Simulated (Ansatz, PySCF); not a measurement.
CH₃, SMILES [CH3], multiplicity 2. Atoms are numbered in the order given.

```xyz
4

C      0.0000     0.0000     0.0000
H      1.0810     0.0000     0.0000
H     -0.5405    -0.9362     0.0000
H     -0.5405     0.9362     0.0000
```
Charge 0, spin multiplicity 2.

The structure is a stationary point at TPSSh-D3(BJ)/def2-TZVPD. The isomer is the one that the SMILES or the coordinates give; other isomers of the formula were not compared.

Two levels are set side by side: PBE-D3(BJ)/def2-TZVPD (Ansatz, a first-principles code) and TPSSh-D3(BJ)/def2-TZVPD (PySCF). Each level has its own optimised geometry; the coordinates shown are those of the second. Frequencies come from the Hessian of PySCF at each geometry. Differences are taken from unrounded values.

```csv
quantity,TPSSh-D3(BJ),PBE-D3(BJ),PBE-D3(BJ) minus TPSSh-D3(BJ)
mean bond length (Å),1.081,1.087,0.006
bond C1–H2 (Å),1.081,1.087,0.006
bond C1–H3 (Å),1.081,1.087,0.006
bond C1–H4 (Å),1.081,1.087,0.006
highest harmonic wavenumber (cm⁻¹),3279,3229,-50
mean harmonic wavenumber (cm⁻¹),2168,2124,-44
zero-point energy (kcal/mol),18.60,18.22,-0.38
```

Exact exchange shortens and stiffens bonds; PBE has none. Differences between two approximate levels are no errors against the true value.
